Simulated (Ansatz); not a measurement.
System: cyclopropane, C$_{3}$H$_{6}$ (charge 0, singlet). SMILES: C1CC1
Geometry from a B3LYP-D3(BJ)/def2-TZVP (Ansatz, a quantum-chemistry and plane-wave program) optimisation:
```
C
H 1 1.0816
H 1 1.0816 2 114.23
C 1 1.5034 2 118.05 3 -145.49
H 4 1.0816 1 118.05 2 0.00
H 4 1.0816 5 114.23 1 -145.49
C 1 1.5034 2 118.05 3 145.49
H 7 1.0816 1 118.05 2 -144.17
H 7 1.0816 8 114.23 1 -145.49
```

Property: atomisation energy, in kcal/mol. Conventions: LANL2DZ all-electron up to Ne; frozen cores in correlated levels; six Cartesian d functions in 6-31G* and its kin unless marked 5d; spin-orbit terms left out; 6-311+G** with 5d; non-relativistic; open shells spin-unrestricted; atomisation electronic, to ground-state atoms. CBS marks a two-point X^-3 extrapolation of the correlation energy; Hartree-Fock from the larger set. The bracket is a focal-point correction in the basis named. Ab initio and DFT rows: single points at B3LYP-D3(BJ) geometries (Ansatz).

Coupled cluster (Ansatz) is a level with limits of its own, used here on species with T1 under 0.025 (0.045 for open shells) and stable references: RI-MP2/CBS(aug-cc-pVTZ,aug-cc-pVQZ)+[CCSD(T)-MP2]/aug-cc-pVTZ.

Value to compare with, RI-MP2/CBS(aug-cc-pVTZ,aug-cc-pVQZ)+[CCSD(T)-MP2]/aug-cc-pVTZ (Ansatz): 852.3 kcal/mol.

| level | program | atomisation energy (kcal/mol) | difference |
|---|---|---|---|
| HF/STO-3G | Ansatz | 797.8 | -54.5 |
| HF/3-21G | Ansatz | 615.1 | -237.2 |
| HF/LANL2DZ | Ansatz | 611.7 | -240.6 |
| HF/6-31G* | Ansatz | 644.3 | -208.0 |
| HF/6-311+G** | Ansatz | 640.9 | -211.4 |

Among the 5 habitual levels, HF/LANL2DZ lies farthest from RI-MP2/CBS(aug-cc-pVTZ,aug-cc-pVQZ)+[CCSD(T)-MP2]/aug-cc-pVTZ (Ansatz) (-240.6 kcal/mol) and HF/STO-3G nearest (-54.5); 0 of 5 lie above it, and their mean absolute difference is 190.3 kcal/mol, the median 211.4. One case shows no general order.

The sets are all those run for this method; runs whose electronic state is in doubt are left out.
